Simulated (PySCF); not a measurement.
Si(F)4 cation (F4Si), SMILES F[Si](F)(F)F (connectivity only; charge and spin as stated), charge +1, multiplicity 2.

Geometry optimised at PBE-D3(BJ)/def2-SVP. The multiplicity is an assumed one; other spin states were not compared. The isomer is the one that the SMILES or the coordinates give; other isomers of the formula were not compared.

Level of theory: PBE-D3(BJ)/def2-SVP (PySCF).

Frequencies are harmonic and unscaled.

Modes within 1.5 cm⁻¹ of each other (mostly degenerate sets) share a row, with their intensities summed.

Computed normal modes with their intensities:
```json
[
 {"mode": "1", "ν (cm⁻¹)": "159", "IR (km/mol)": "0.0", "moving atoms (share of kinetic energy)": "F 100 %"},
 {"mode": "2", "ν (cm⁻¹)": "174", "IR (km/mol)": "0.0", "moving atoms (share of kinetic energy)": "F 100 %"},
 {"mode": "3–4", "ν (cm⁻¹)": "189", "IR (km/mol)": "5.4", "moving atoms (share of kinetic energy)": "F 67 %, Si 33 %"},
 {"mode": "5", "ν (cm⁻¹)": "263", "IR (km/mol)": "20.1", "moving atoms (share of kinetic energy)": "F 66 %, Si 34 %"},
 {"mode": "6", "ν (cm⁻¹)": "713", "IR (km/mol)": "0.0", "moving atoms (share of kinetic energy)": "F 100 %"},
 {"mode": "7", "ν (cm⁻¹)": "760", "IR (km/mol)": "3.5", "moving atoms (share of kinetic energy)": "F 60 %, Si 40 %"},
 {"mode": "8–9", "ν (cm⁻¹)": "793", "IR (km/mol)": "28.6", "moving atoms (share of kinetic energy)": "F 60 %, Si 40 %"}
]
```
